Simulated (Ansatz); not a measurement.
## PH3⁻, doublet in aug-cc-pVTZ: errors against UCCSDT(Q)

Geometry: a PBE0/def2-TZVPD stationary point for this spin, not checked as a minimum.

```xyz
4

P     0.0018    0.0023   -0.0694
H     1.1903   -0.0146    0.7416
H    -0.6305    1.0185    0.7295
H    -0.6136   -1.0738    0.6614
```

Basis aug-cc-pVTZ; Ansatz 0.2.0. Only valence electrons are correlated (noble-gas cores frozen), which leaves 9 electrons in 114 orbitals. R marks a restricted (for open shells ROHF) determinant, U an unrestricted one. Active spaces: valence = (9e, 7o) chosen from the atoms' valence shells. This anion state lies near or above the neutral species, so the extra electron is weakly bound or unbound and the energies hang on the diffuse functions.

Full CI isn't at hand for all of this; UCCSDT(Q) serves as the reference, and is uncertain by about the last step of the cluster series. The frozen core follows each run's orbitals, which can shift R against U totals by a few meV.

The UHF ⟨S²⟩ is 0.751, the T1 diagnostic (RCCSD) is 0.0265 and the largest doubles amplitude (RCCSD) is 0.031. The T1 diagnostic (UCCSD) is 0.0260.

Task: From what is known of these methods and the diagnostics, rank them by the size of their error in total energy against UCCSDT(Q) in aug-cc-pVTZ, smallest first (an estimate: the text doesn't fix the numbers).
A. RHF
B. UCCSDT
C. RCCSD(T)
D. UCCSD
E. UMP2

Result: B (1.0 kJ/mol), C (3.6 kJ/mol), D (25.5 kJ/mol), E (100.3 kJ/mol), A (575.0 kJ/mol).

All errors are against UCCSDT(Q) in aug-cc-pVTZ. Within each family the higher level lies nearer, as is usual though not guaranteed.

Natural occupations of CASSCF (valence space) about the gap: 1.999 1.990 1.990 1.961 1.000 0.030 0.030; effectively unpaired electrons, Σ n²(2−n)², 1.01.
